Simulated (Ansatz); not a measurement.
# NaO+ (triplet): wave-function methods side by side, cc-pVDZ

An exercise on one series of results from a longer session: the logs are not shown, and one member is left open.

Method: cc-pVDZ, core rule «outside noble gas», up to 6 orbitals frozen; program: Ansatz 0.2.0, Gaussian basis.

The runs, in order: UHF; CCSD(T) on ROHF; CCSD(T) on UHF; BCCD(T) on ROHF; CISD; CCSDT(Q) on ROHF; CCSDT(Q) on UHF; CISDTQ; Full CI.

19 further runs of the same task are left out: 7 for a known fault of the program, 4 that didn't finish, 8 set aside as unsound or not needed.

## The system

The geometry is a PBE0/def2-TZVP stationary point (not a proven minimum).

2 atoms, charge 1, spin multiplicity 3.

Atoms are counted from 1 here; the program's logs count them from 0.

Bond lengths: O1–Na2 2.517 Å.

As a file:

| atom | x (Å) | y (Å) | z (Å) |
| --- | --- | --- | --- |
| O1 | 0.00000 | 0.00000 | 0.00000 |
| Na2 | 0.00000 | 0.00000 | 2.51740 |

Set-up of the first run:

in.yaml reads:

```yaml
crystal:
  periodic: [false, false, false]
  atoms:
    - {symbol: O, position_ang: [0.000000, 0.000000, 0.000000]}
    - {symbol: Na, position_ang: [0.000000, 0.000000, 2.517400]}
basis:
  gaussian: {orbitals: cc-pVDZ}
total_charge: 1
magnetization: {spin_polarized: true, initial_magnetization: 2}
hamiltonian: {xc: hf}
output: {orbitals: {seedname: orbitals}}
```

Launch:

```console
> ansatz run in.yaml --threads 1 --pin off --events-out ev --progress --plain --max-ram 2393MiB
```

Among the steps run: UHF; CCSD(T) on ROHF; CCSD(T) on UHF; BCCD(T) on ROHF; CISD; CCSDT(Q) on ROHF; CCSDT(Q) on UHF; CISDTQ; Full CI.

One of the session's tables, all rows but one given; the rest of the session is left out.

| method | from FCI (kJ/mol) |
| --- | --- |
| ROHF | +329.7 |
| UHF | +316.0 |
| RMP2 | +44.5 |
| UMP2 | +43.8 |
| RCCSD | ? |
| UCCSD | +3.0 |
| RCCSD(T) | +0.6 |
| UCCSD(T) | +0.5 |
| BCCD(T) | +0.6 |
| RCCSDT | +0.2 |
| UCCSDT | 0.0 |
| RCCSDT(Q) | 0.0 |
| UCCSDT(Q) | -0.2 |
| FCI | 0 |

Q: Estimate the row for RCCSD from the others.

The run gave: from FCI (kJ/mol): +3.3. In the column «from FCI (kJ/mol)» it lies between UCCSD (+3.0) and UMP2 (+43.8).

Not comparable, so not listed: CISD; CISDTQ (they don't share determinant, frozen orbitals or solution with the rows shown, or repeat one).

Caveats from the session: Levels on UHF freeze UHF's core orbitals, full CI those of ROHF, so the U rows can settle a little off it for that reason alone. Restricted and unrestricted rows rest on different reference determinants; where their highest levels disagree by more than a few hundredths of an eV, they describe different states and don't form one ladder.
